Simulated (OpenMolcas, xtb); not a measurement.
# How methods differ on AlSiH4O (SMILES [AlH][O][SiH3])

AlSiH4O: 7 atoms, total charge 0, spin state doublet. SMILES: `[AlH][O][SiH3]`. The shape is that of a PBE0-D4/def2-TZVP optimisation. This is one conformer, not always the lowest.

```xyz
7

Al   -1.6437   -1.5037   -0.2011
O    -0.4030   -0.3686   -0.0473
Si    0.8709    0.5674    0.3358
H    -2.5801   -1.3528   -1.5002
H     1.2044    1.4636   -0.8027
H     0.5549    1.4012    1.5262
H     2.0578   -0.2752    0.6435
```

Quantity: the dipole moment, in D. The values are calculated.

| level | kind | program | value (D) | CPU time |
| --- | --- | --- | --- | --- |
| GFN2-xTB | semi-empirical | xtb | 1.44 | under 2 s |
| GFN1-xTB | semi-empirical | xtb | 2.75 | under 2 s |
| UHF/aug-cc-pVDZ | Hartree–Fock | OpenMolcas | 0.78 | 17 s |
| USVWN5/aug-cc-pVDZ | LDA | OpenMolcas | 0.56 | 36 s |
| U-revPBE/aug-cc-pVDZ | GGA | OpenMolcas | 0.62 | 59 s |
| UTPSS/aug-cc-pVDZ | meta-GGA | OpenMolcas | 0.60 | 73 s |
| UBHLYP/aug-cc-pVDZ | global hybrid | OpenMolcas | 0.77 | 56 s |

The values span 0.56 to 2.75 D. Magnitudes only. Times are those of the runs behind each value, whatever else they computed, on shared processors of several kinds: orders of magnitude only.
